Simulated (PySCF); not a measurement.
Mapped SMILES: `[CH3:1][O:2][c:3]1[cH:4][cH:5][cH:6][cH:7][cH:8]1`. Hydrogens are named by the atom that carries them.

GIAO shifts from PySCF on PBE0-D3(BJ)/def2-SVP geometries (one conformer, non-relativistic, equivalent nuclei averaged), against TMS at the same level and in the same medium; PCM means IEF-PCM chloroform.

Measured (solution, not stated per compound (mostly CDCl3 or CCl4); Pretsch, Buehlmann, Badertscher, Structure Determination of Organic Compounds, 4th ed. (2009); solution, not stated in the table (CDCl3 in this author's series); The use of chemical shift calculations in the conformational analysis of substituted benzenes, New J. Chem. 2019 (ESI)): C1 54.8, H(C4)/H(C8) 6.90, H(C5)/H(C7) 7.28, H(C6) 6.93, H(C1) 3.73 ppm.

**Question.** Which unscaled values do PBE0/pcSseg-1, gas; PBE0/pcSseg-1, PCM; WP04/pcSseg-1, PCM; wB97X-D/pcSseg-1, PCM give, and how close are they?

**Answer.** 
```
      atoms  measured  PBE0/pcSseg-1, gas  PBE0/pcSseg-1, PCM  WP04/pcSseg-1, PCM  wB97X-D/pcSseg-1, PCM
         C1      54.8                53.6                54.6                56.6                   55.1
H(C4)/H(C8)      6.90                6.83                7.00                6.71                   7.02
H(C5)/H(C7)      7.28                7.38                7.54                7.18                   7.57
      H(C6)      6.93                7.00                7.13                6.83                   7.14
      H(C1)      3.73                3.66                3.78                3.69                   3.77
```

Mean absolute error for 13C: PBE0/pcSseg-1, gas 1.2, PBE0/pcSseg-1, PCM 0.2, WP04/pcSseg-1, PCM 1.8, wB97X-D/pcSseg-1, PCM 0.3 ppm.

Mean absolute error for 1H: PBE0/pcSseg-1, gas 0.08, PBE0/pcSseg-1, PCM 0.15, WP04/pcSseg-1, PCM 0.11, wB97X-D/pcSseg-1, PCM 0.16 ppm.

The carbons averaged at δ 117.2 differ by 11 ppm in this conformer.
